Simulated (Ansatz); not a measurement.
## Antifluorite Mg₂Ge

Calculation: LDA (plane waves, PAW; Ansatz, a first-principles code).

Settings: plane-wave cutoff 520 eV, 12×12×12 k mesh, perturbation theory, force constants from a 4×4×4 q mesh, scalar-relativistic PAW data made under PBE.

Cell: relaxed at this level.

```json
{
  "zero_point_energy": "0.036 eV/atom"
}
```

Computing time: very roughly 40 core-minutes.
